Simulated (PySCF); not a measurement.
C₂H₃N₂P.
SMILES: `C1=NNC=P1`

The closed-shell ground state was solved at several levels (PySCF, density fitting, gas phase, non-relativistic). Isolated species at its PBE0-D3(BJ)/def2-TZVP geometry, gas phase.

| level | basis functions | total energy (Eh) | HOMO (eV) | LUMO (eV) | gap (eV) | dipole (D) |
| --- | --- | --- | --- | --- | --- | --- |
| PBE0/pcSseg-2 | 229 | -528.5923 | -7.09 | -0.65 | 6.44 | 2.43 |
| KT3/pcSseg-2 | 229 | -534.4062 | -6.12 | -1.49 | 4.63 | 2.33 |
| wB97X-D/pcSseg-2 | 229 | -528.8626 | -8.86 | 1.08 | 9.94 | 2.46 |

**Question.** What might B97-2/pcSseg-2 (229 basis functions) give for the same quantities?

**Answer.** Total energy -528.8851 Eh, HOMO -6.85 eV, LUMO -0.70 eV, gap 6.15 eV, dipole 2.42 D.

**Question.** Over all these levels, which gives the widest orbital gap and which the narrowest?

**Answer.** wB97X-D/pcSseg-2 (range-separated hybrid) has the widest, 9.94 eV, and KT3/pcSseg-2 (GGA) the narrowest, 4.63 eV. From the narrowest to the widest the HOMO moves by -2.74 eV and the LUMO by +2.57 eV.

**Question.** In the pcSseg-2 basis, how does the gap go with the fixed share of exact exchange?

**Answer.** KT3 (0 %) 4.63 eV; B97-2 (21 %) 6.15 eV; PBE0 (25 %) 6.44 eV. Each rise in the share widens the gap here.

**Question.** How far do the dipole and the HOMO energy spread over the levels?

**Answer.** The dipole runs from 2.33 to 2.46 D (mean 2.41 D) and the HOMO from -8.86 to -6.12 eV.

Note: wB97X-D ran without an empirical dispersion term, which enters the total energy and its gradient alone.
